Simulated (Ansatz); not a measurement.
Pulling on the C3–H7 bond in propyne (SMILES C#CC) (multiplicity 1 held, fragments rigid). Energies count from the point at 1.062 Å.
Geometry at that point (charge 0, multiplicity 1):
```xyz
7

C     -1.220    -0.126    -0.157
C      0.215     0.022     0.028
C      1.399     0.144     0.180
H     -1.446    -1.007    -0.761
H     -1.640     0.746    -0.662
H     -1.727    -0.236     0.803
H      2.446     0.252     0.315
```

Restricted levels (R-, RO-) in cc, def2 and unpolarised 6-31G sets keep to the state of the molecule at rest. U- levels take the lowest unrestricted solution at each point, which mixes spins at long bonds. Levels need not reach the same state.

Frozen-core correlation.

Programs: Ansatz (Gaussian basis) for Hartree–Fock, density functionals and correlated methods. 

Energies in eV.

| R (Å) | R-HF/cc-pVTZ | R-r2SCAN/cc-pVTZ | U-wB97X-V/cc-pVTZ | U-MP2/cc-pVTZ | U-CCSD/cc-pVTZ |
|---|---|---|---|---|---|
| 0.850 | 1.35 | 1.39 | 1.43 | 1.39 | 1.40 |
| 0.956 | 0.25 | 0.28 | 0.29 | 0.27 | 0.28 |
| 1.062 | 0.00 | 0.00 | 0.00 | 0.00 | 0.00 |
| 1.168 | 0.23 | 0.19 | 0.18 | 0.19 | 0.19 |
| 1.274 | 0.73 | 0.63 | 0.61 | 0.64 | 0.63 |
| 1.434 | 1.69 | 1.49 | 1.49 | 1.53 | 1.50 |
| 1.593 | 2.75 | 2.42 | 2.45 | 2.49 | 2.42 |
| 1.858 | 4.42 | 3.86 | 3.97 | 4.94 | 3.90 |
| 2.124 | 5.86 | 5.05 | 5.14 | 5.85 | 4.99 |
| 2.442 | 7.26 | 6.12 | 5.75 | 6.25 | 5.65 |
| 2.867 | 8.65 | 7.06 | 6.03 | 6.41 | 5.89 |
| 3.398 | 9.81 | 7.72 | 6.11 | 6.45 | 5.94 |

Doubts at one or more of the structures used: a restricted determinant that unrestricted orbitals would lower (R-HF/cc-pVTZ, R-r2SCAN/cc-pVTZ); a spin-contaminated determinant (U-wB97X-V/cc-pVTZ, U-MP2/cc-pVTZ, U-CCSD/cc-pVTZ); T1 above 0.05 (U-CCSD/cc-pVTZ); the program's own flag: large difference (U-CCSD/cc-pVTZ).

Ansatz is a quantum-chemistry and plane-wave program.
